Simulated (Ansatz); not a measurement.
BHCl2 (SMILES [H]B(Cl)Cl): where methods fail along a bond

BHCl2: 4 atoms, total charge 0, spin state singlet. SMILES: `[H]B(Cl)Cl`. The shape is that of a GFN2-xTB optimisation.

```xyz
4

B    -0.0673   -0.1124    0.0012
Cl    1.6334   -0.1458    0.0126
Cl   -0.8935    1.3753   -0.0175
H    -0.6726   -1.1172    0.0037
```

The B1–Cl2 distance is scanned; the parts on either side stay rigid. Basis STO-3G, 11 core orbitals frozen in the correlated methods; program Ansatz 0.2.0. FCI is exact within this basis and core. Energies in eV from each method's value at 1.701 Å; methods without a U are spin-restricted. The shape above is that at 1.701 Å.

At 4.25 Å, estimate the order of these methods by their error in the energy rise against FCI, smallest first.
A. MP2
B. CCSD
C. CCSDTQ

C (0.00 eV), B (0.13 eV), A (1.34 eV).

| distance (Å) | MP2 | CCSD | CCSDTQ | FCI |
| --- | --- | --- | --- | --- |
| 1.701 | 0.00 | 0.00 | 0.00 | 0.00 |
| 2.126 | 1.03 | 0.94 | 0.91 | 0.91 |
| 2.551 | 3.27 | 2.98 | 2.93 | 2.93 |
| 3.402 | 6.07 | 4.97 | 4.86 | 4.86 |
| 4.253 | 6.38 | 5.17 | 5.04 | 5.04 |
